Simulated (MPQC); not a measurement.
**AlNH2F (SMILES [NH2][Al][F]) at 4 levels**

Aim: a comparison of 4 runs (UHF/STO-3G, UHF/3-21G, UHF/def2-SVP, UPBE0/def2-SVP) of AlNH2F. 

Program for the calculation: MPQC 2.3.1.

### 1 The molecule

AlNH2F: 5 atoms, total charge 0, spin state doublet. As SMILES, `[NH2][Al][F]`. The shape is that of a PBE0-D4/def2-TZVP optimisation. This is one conformer, not always the lowest.

Bond lengths: N1–Al2 1.765 Å, Al2–F3 1.658 Å, N1–H4 1.007 Å, N1–H5 1.009 Å. Angles: N1–Al2–F3 117.4°, Al2–N1–H4 124.8°, Al2–N1–H5 124.2°, H4–N1–H5 111.0°.

### 2 Energy and gradient at UHF/STO-3G (run 1)

File mol.in:

```
% AlFH2N
molecule<Molecule>: (
    symmetry = c1
    unit = angstrom
    { atoms geometry } = {
        N  [ -0.384700 0.499000 -0.263800 ]
        Al [ 0.632000 -0.282800 0.949500 ]
        F  [ 1.228700 -1.786800 0.590000 ]
        H  [ -0.804300 1.408300 -0.162700 ]
        H  [ -0.621700 0.088600 -1.154400 ]
    }
)
basis<GaussianBasisSet>: (
    name = "STO-3G"
    molecule = $:molecule
    basisdir = "."
    puream = yes
)
mpqc: (
    checkpoint = no
    savestate = no
    restart = no
    do_energy = yes
    do_gradient = yes
    optimize = no
    mole<UHF>: (
        molecule = $:molecule
        basis = $:basis
        total_charge = 0
        multiplicity = 2
        memory = 1000000000
        print_evals = yes
        print_npa = yes
        maxiter = 120
        value_accuracy = 1e-08
        guess_wavefunction<UHF>: (
            molecule = $:molecule
            total_charge = 0
            multiplicity = 2
            memory = 1000000000
            value_accuracy = 1e-3
            basis<GaussianBasisSet>: (
                name = "STO-3G"
                molecule = $:molecule
            )
        )
    )
)
```

The basis set STO-3G is read from a file made from the Basis Set Exchange's data (not shown).

Command:

```
$ mpqc mol.in > mol.out
```

What it wrote:

```text
MPQC: Massively Parallel Quantum Chemistry
[...]
  <S^2>      = 0.754722
  total scf energy = -391.9585345498
[...]
Value of the MolecularEnergy: -391.9585345498
  Gradient of the MolecularEnergy:
      1   -0.0229289605
      2    0.0257965883
      3   -0.0189863508
      4   -0.0005902595
      5    0.0034852215
      6    0.0023996300
      7    0.0118379336
      8   -0.0194145378
      9    0.0035572892
     10    0.0056841885
     11   -0.0084950076
     12    0.0025538689
[...]
      symmetry = c1
[...]
      nbasis = 21
[...]
    nalpha = 16
    nbeta = 15
[...]
```

Run time: 0.24 s. Hardware: 1 thread of Arm Neoverse V1, shared host.

### 3 Energy and forces at UHF/3-21G (run 2)

File job.in:

```
% AlFH2N
molecule<Molecule>: (
   symmetry = c1
   unit = bohr
   { atoms geometry } = {
      N  [ -0.72697764 0.94297334 -0.49850975 ]
      Al [ 1.19430691 -0.53441455 1.79429496 ]
      F  [ 2.32190649 -3.37656264 1.11493841 ]
      H  [ -1.51990672 2.66130130 -0.30745844 ]
      H  [ -1.17484273 0.16742973 -2.18149984 ]
   }
)
basis<GaussianBasisSet>: (
   name = "3-21G"
   molecule = $:molecule
   basisdir = "."
   puream = yes
)
mpqc: (
   checkpoint = no
   savestate = no
   restart = no
   do_energy = yes
   do_gradient = yes
   optimize = no
   mole<UHF>: (
      molecule = $:molecule
      basis = $:basis
      total_charge = 0
      multiplicity = 2
      memory = 1000000000
      print_evals = yes
      print_npa = yes
      maxiter = 120
      value_accuracy = 1e-08
      guess_wavefunction<ExtendedHuckelWfn>: (
         molecule = $:molecule
         total_charge = 0
         multiplicity = 2
         basis<GaussianBasisSet>: (
            name = "STO-3G"
            molecule = $:molecule
         )
      )
   )
)
```

The basis set 3-21G is read from a file made from the Basis Set Exchange's data (not shown).

Command:

```
$ mpqc job.in > job.out
```

What it wrote:

```text
MPQC: Massively Parallel Quantum Chemistry
[...]
  USCF::init: total charge = 0
[...]
  iter     1 energy = -372.9821000658 delta = 2.32988e-01
[...]
  <S^2>      = 0.753153
  total scf energy = -394.8851806164
[...]
Value of the MolecularEnergy: -394.8851806164
  Gradient of the MolecularEnergy:
      1    0.0029324244
      2   -0.0002653385
      3    0.0055318022
      4   -0.0001555907
      5   -0.0041063134
      6   -0.0045203197
      7   -0.0007918015
      8    0.0033070903
      9    0.0018240429
     10   -0.0018984600
     11    0.0036564076
     12   -0.0000067758
[...]
      symmetry = c1
[...]
      nbasis = 35
[...]
    nalpha = 16
    nbeta = 15
[...]
```

Run time: 0.97 s. Hardware: 1 thread of Arm Neoverse V1, shared host.

### 4 Energy and gradient at UHF/def2-SVP (run 3)

File run.in:

```
% emacs should use -*- KeyVal -*- mode
molecule<Molecule>: (
   symmetry = c1
   unit = angstrom
   { atoms geometry } = {
      N  [ -0.384700 0.499000 -0.263800 ]
      Al [ 0.632000 -0.282800 0.949500 ]
      F  [ 1.228700 -1.786800 0.590000 ]
      H  [ -0.804300 1.408300 -0.162700 ]
      H  [ -0.621700 0.088600 -1.154400 ]
   }
)
basis<GaussianBasisSet>: (
   name = "def2-SVP"
   molecule = $:molecule
   basisdir = "."
   puream = yes
)
mpqc: (
   checkpoint = no
   savestate = no
   restart = no
   do_energy = yes
   do_gradient = yes
   optimize = no
   mole<UHF>: (
      molecule = $:molecule
      basis = $:basis
      total_charge = 0
      multiplicity = 2
      memory = 1000000000
      print_evals = yes
      print_npa = yes
      maxiter = 120
      value_accuracy = 1e-08
      guess_wavefunction<UHF>: (
         molecule = $:molecule
         total_charge = 0
         multiplicity = 2
         memory = 1000000000
         value_accuracy = 1e-3
         basis<GaussianBasisSet>: (
            name = "MINI (Huzinaga)"
            molecule = $:molecule
         )
      )
   )
)
```

The basis set def2-SVP is read from a file made from the Basis Set Exchange's data (not shown).

Command:

```
$ mpqc -o run.out run.in
```

What it wrote:

```text
MPQC: Massively Parallel Quantum Chemistry
[...]
  <S^2>      = 0.752298
  total scf energy = -396.8495608310
[...]
Value of the MolecularEnergy: -396.8495608310
  Gradient of the MolecularEnergy:
      1    0.0014412027
      2   -0.0002471635
      3    0.0025993266
      4    0.0005838499
      5   -0.0020541650
      6   -0.0009518609
      7   -0.0001688915
      8    0.0011984492
      9    0.0008966889
     10   -0.0014701830
     11    0.0045593928
     12    0.0017667498
[...]
      symmetry = c1
[...]
      nbasis = 56
[...]
    nalpha = 16
    nbeta = 15
[...]
```

Run time: 5.1 s. Hardware: 1 thread of Arm Neoverse V1, shared host; peak memory 0.22 GiB.

### 5 Energy and forces at UPBE0/def2-SVP (run 4)

File mol.in:

```
molecule<Molecule>: (
   symmetry = c1
   unit = angstrom
   { atoms geometry } = {
      N  [ -0.384700 0.499000 -0.263800 ]
      Al [ 0.632000 -0.282800 0.949500 ]
      F  [ 1.228700 -1.786800 0.590000 ]
      H  [ -0.804300 1.408300 -0.162700 ]
      H  [ -0.621700 0.088600 -1.154400 ]
   }
)
basis<GaussianBasisSet>: (
   name = "def2-SVP"
   molecule = $:molecule
   basisdir = "."
   puream = yes
)
mpqc: (
   checkpoint = no
   savestate = no
   restart = no
   do_energy = yes
   do_gradient = yes
   optimize = no
   mole<UKS>: (
      molecule = $:molecule
      basis = $:basis
      total_charge = 0
      multiplicity = 2
      memory = 1000000000
      print_evals = yes
      print_npa = yes
      maxiter = 120
      value_accuracy = 1e-08
      functional<SumDenFunctional>: (
         a0 = 0.25
         coefs = [ 0.75 1 ]
         funcs: [ <PBEXFunctional>: () <PBECFunctional>: () ]
      )
      integrator<RadialAngularIntegrator>: ( grid = xfine )
      guess_wavefunction<UHF>: (
         molecule = $:molecule
         total_charge = 0
         multiplicity = 2
         memory = 1000000000
         value_accuracy = 1e-3
         basis<GaussianBasisSet>: (
            name = "STO-3G"
            molecule = $:molecule
         )
      )
   )
)
```

The basis set def2-SVP is read from a file made from the Basis Set Exchange's data (not shown).

Command:

```
$ mpqc mol.in > mol.out
```

What it wrote:

```text
MPQC: Massively Parallel Quantum Chemistry
[...]
  Integrated electron density error = -0.003185322674
  iter     1 energy = -397.3565816374 delta = 1.69595e-01
  Integrated electron density error = -0.002909978635
  iter     2 energy = -397.6388829462 delta = 3.57700e-02
[...]
  Integrated electron density error = 0.000002931288
  iter    22 energy = -397.8182696299 delta = 3.93863e-08
  Integrated electron density error = 0.000002931289
  iter    23 energy = -397.8182696298 delta = 2.79714e-08
  Integrated electron density error = 0.000002931288
  iter    24 energy = -397.8182696297 delta = 1.48316e-08
[...]
  <S^2>      = 0.751847
  total scf energy = -397.8182696297
[...]
  Integrated electron density error = 0.000002928691
  Total Gradient:
[...]
Value of the MolecularEnergy: -397.8182696297
  Gradient of the MolecularEnergy:
      1   -0.0027048399
      2    0.0019568764
      3   -0.0033593661
      4    0.0013517740
      5   -0.0062613718
      6   -0.0036166438
      7   -0.0031847166
      8    0.0078026830
      9    0.0015687630
     10    0.0028028327
     11   -0.0056686182
     12   -0.0002559441
[...]
        symmetry = c1
[...]
        nbasis = 56
[...]
      nalpha = 16
      nbeta = 15
[...]
```

Run time: 47 s. Hardware: 1 thread of Arm Neoverse V1, shared host; peak memory 0.21 GiB.

### 6 The series

| run | level | starting guess | integration grid | energy (Eh) | ⟨S²⟩ | largest force (eV/Å) | wall time |
| --- | --- | --- | --- | --- | --- | --- | --- |
| 1 | UHF/STO-3G | STO-3G | – | -391.958535 | 0.755 | 2.026 | 0.24 s |
| 2 | UHF/3-21G | huckel STO-3G | – | -394.885181 | 0.753 | 0.322 | 0.97 s |
| 3 | UHF/def2-SVP | MINI (Huzinaga) | – | -396.849561 | 0.752 | 0.285 | 5.1 s |
| 4 | UPBE0/def2-SVP | STO-3G | xfine | -397.818270 | 0.752 | 0.441 | 47 s |

### 7 Summary of results

| quantity | value |
| --- | --- |
| run 4: total energy | -397.81827 Eh |
| run 4: ⟨S²⟩ | 0.752 |
| run 4: largest force on an atom | 0.441 eV/Å |

**Reading.** In run 1 the basis is minimal, so the values are rough. All runs together took 53 s, the longest 47 s.
